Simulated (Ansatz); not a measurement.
# AlLiH (doublet): from Hartree-Fock to the top rungs at scale of all distances = 0.892, cc-pVDZ

The task here is to estimate one member of a computed series from the others.

Program: Ansatz 0.2.0, Gaussian basis. Level of theory: cc-pVDZ, core rule «outside noble gas», up to 6 orbitals frozen. These are calculated values, not measurements.

The runs, in order: UHF; CCSD(T) on ROHF; CCSD(T) on UHF; BCCD(T) on ROHF; CISD as a restricted active space (open shells left free, so some higher excitations enter); CCSDT(Q) on ROHF; CCSDT(Q) on UHF; CASSCF and MRCISD+Q, 3 electrons in 3 orbitals; CASSCF and NEVPT2, 3 electrons in 3 orbitals; Full CI.

26 further runs of the same task are left out: 16 for a known fault of the program, 8 that didn't finish, 2 set aside as unsound or not needed. Runs told in other sessions of the task aren't counted.

## The geometry

The geometry derives from a PBE0/def2-TZVP stationary point (not a proven minimum). All distances are scaled together.

3 atoms, charge 0, spin multiplicity 2.

Atoms are counted from 1 here; the program's logs count them from 0.

Bond lengths: Al1–Li2 2.352 Å, Al1–H3 1.453 Å. Angles: Li2–Al1–H3 132.4°.

Geometry (Å):

```xyz
3

Al    0.00000   -0.07419    0.43387
Li    0.00000    0.15825   -1.90655
H     0.00000    0.89632    1.51500
```

Set-up of the first run:

The input, in.yaml:

```yaml
crystal:
  periodic: [false, false, false]
  atoms:
    - {symbol: Al, position_ang: [0.000000, -0.074193, 0.433866]}
    - {symbol: Li, position_ang: [0.000000, 0.158248, -1.906555]}
    - {symbol: H, position_ang: [0.000000, 0.896324, 1.514995]}
basis:
  gaussian: {orbitals: cc-pVDZ}
magnetization: {spin_polarized: true, initial_magnetization: 1}
hamiltonian: {xc: hf}
output: {orbitals: {seedname: orbitals}}
```

Launch:

```
$ ansatz run in.yaml --threads 1 --pin off --events-out ev --progress --plain --max-ram 2393MiB
```

Among the steps run: UHF; CCSD(T) on ROHF; CCSD(T) on UHF; BCCD(T) on ROHF; CISD as a restricted active space (open shells left free, so some higher excitations enter); CCSDT(Q) on ROHF; CCSDT(Q) on UHF; CASSCF and MRCISD+Q, 3 electrons in 3 orbitals; CASSCF and NEVPT2, 3 electrons in 3 orbitals; Full CI.

One table of the session follows, with a row left open; its other results are not shown here.

It belongs to the step «Misses and costs». 

```
     method  from FCI (meV)
       ROHF               ?
        UHF         +2254.8
       RMP2          +677.1
       UMP2          +697.6
       CISD          +151.5
      RCCSD           +72.0
      UCCSD           +66.4
   RCCSD(T)           +20.2
   UCCSD(T)           +19.7
    BCCD(T)           +20.1
     RCCSDT            +2.0
     UCCSDT            +1.7
  RCCSDT(Q)            +0.5
  UCCSDT(Q)            +0.3
CASSCF pair         +1997.8
NEVPT2 pair          +652.2
        FCI               0
```

Q: Estimate the row for ROHF from the others.

As computed: from FCI (meV): +2388.2. In the column «from FCI (meV)» it is the highest.

Not comparable, so not listed: CASSCF and MRCISD+Q, 3 electrons in 3 orbitals (they don't share determinant, frozen orbitals or solution with the rows shown, or repeat one).

To keep in mind: Levels on UHF freeze UHF's core orbitals, full CI those of ROHF, so the U rows can settle a little off it for that reason alone. Restricted and unrestricted rows rest on different reference determinants; a gap between their highest levels can come from leftover correlation error, from unlike frozen cores or from another state. Warnings in the runs' records: passed over end.
